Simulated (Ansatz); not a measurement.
**C2H3 (doublet): the correlation ladder at distance C1–H3 = 2.509 Å, cc-pVDZ**

An exercise on one series of results from a longer session: the logs are not shown, and one member is left open.

The runs use Ansatz 0.2.0, Gaussian basis; cc-pVDZ, core rule «outside noble gas», up to 2 orbitals frozen.

The runs, in order: UHF; CCSD(T) on ROHF; CCSD(T) on UHF; BCCD(T) on ROHF; CISD; CCSDT(Q) on ROHF; CCSDT(Q) on UHF; CASSCF and MRCISD+Q, 3 electrons in 3 orbitals; CASSCF and NEVPT2, 3 electrons in 3 orbitals.

23 further runs of the same task are left out: 1 for a mislabelled method, 18 that didn't finish, 4 set aside as unsound or not needed.

### What is computed

The geometry derives from a PBE0/def2-TZVP stationary point (not a proven minimum). One bond is set to the value named and the two fragments are kept rigid.

5 atoms, charge 0, spin multiplicity 2.

Atoms are counted from 1 here; the program's logs count them from 0.

Bond lengths: C1–C2 1.428 Å, C1–H4 1.099 Å, C1–H5 1.099 Å. Angles: C2–C1–H4 118.1°, C2–C1–H5 118.1°, H4–C1–H5 112.4°.

As a file:

```xyz
5
charge 0, multiplicity 2
C    -0.06348    0.00000    0.59388
C    -0.07715    0.00000   -0.83379
H     2.44524   -0.00001    0.63081
H    -0.38470    0.91293    1.11404
H    -0.38471   -0.91292    1.11404
```

The first run:

The input, in.yaml:

```yaml
crystal:
  periodic: [false, false, false]
  atoms:
    - {symbol: C, position_ang: [-0.063483, 0.000000, 0.593876]}
    - {symbol: C, position_ang: [-0.077153, 0.000000, -0.833795]}
    - {symbol: H, position_ang: [2.445245, -0.000008, 0.630811]}
    - {symbol: H, position_ang: [-0.384704, 0.912927, 1.114042]}
    - {symbol: H, position_ang: [-0.384710, -0.912924, 1.114042]}
basis:
  gaussian: {orbitals: cc-pVDZ}
magnetization: {spin_polarized: true, initial_magnetization: 1}
hamiltonian: {xc: hf}
output: {orbitals: {seedname: orbitals}}
```

Run with:

```bash
$ ansatz run in.yaml --threads 1 --pin off --events-out ev --progress --plain --max-ram 2393MiB
```

Steps of the session up to this table: UHF; CCSD(T) on ROHF; CCSD(T) on UHF; BCCD(T) on ROHF; CISD; CCSDT(Q) on ROHF; CCSDT(Q) on UHF; CASSCF and MRCISD+Q, 3 electrons in 3 orbitals; CASSCF and NEVPT2, 3 electrons in 3 orbitals.

One table of the session follows, with a row left open; its other results are not shown here.

It belongs to the step «Misses and costs». 

```
       method  from UCCSDT(Q) (meV)
         ROHF               +7824.8
          UHF               +7596.3
         RMP2               +1237.6
         UMP2               +1862.4
         CISD                +976.9
        RCCSD                +364.8
        UCCSD                +381.3
     RCCSD(T)                 +54.7
     UCCSD(T)                 +83.4
      BCCD(T)                 +52.7
       RCCSDT                 +26.1
       UCCSDT                 +26.8
    RCCSDT(Q)                     ?
    UCCSDT(Q)                     0
  CASSCF pair               +6842.0
  NEVPT2 pair               +1165.0
  MRCISD pair                +731.0
MRCISD+Q pair                +113.5
```

Q: Estimate the row for RCCSDT(Q) from the others.

The run gave: from UCCSDT(Q) (meV): +2.8. In the column «from UCCSDT(Q) (meV)» it lies between UCCSDT(Q) (0) and RCCSDT (+26.1).

Limits of these values: The determinant is far from a pure spin state, so its energy mixes those of several spin states (harmless only where they are near-degenerate, as at dissociation). Restricted and unrestricted rows rest on different reference determinants; where their highest levels disagree by more than a few hundredths of an eV, they describe different states and don't form one ladder.
